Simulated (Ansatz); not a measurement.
System: CH$_{5}$O, charge 0, doublet.
HTBH set geometry:
```
C
H 1 1.0845
H 1 1.0848 2 113.00
H 1 1.0848 2 113.27 3 -129.84
H 1 1.2274 2 105.27 3 116.87
O 5 1.2845 1 173.69 2 -107.17
H 6 0.9664 5 97.71 1 2.06
```
Charge 0, spin multiplicity 2.

Total energies in aug-cc-pVDZ, 15 correlated electrons, 2 frozen orbitals. UHF or UKS for unpaired electrons; spin-orbit terms are left out. Cores are frozen in correlated methods. No relativity. The UHF reference of CH5O (saddle point or complex, doublet) is spin-contaminated (<S^2> up to 0.04 over the pure value in the sets run).

```csv
method,program,energy (Eh),minus CCSDT(Q) (mEh)
HF,Ansatz,-115.56213,408.58
MP2,Ansatz,-115.92066,50.04
CCSD,Ansatz,-115.95773,12.97
CCSD(T),Ansatz,-115.96890,1.80
CCSDT(Q),Ansatz,-115.97070,0.00
```

Rough core times of Ansatz's runs on a shared machine: CCSD(T) under 20 s, CCSDT(Q) 30 min.

Ansatz is a program for electronic structure.
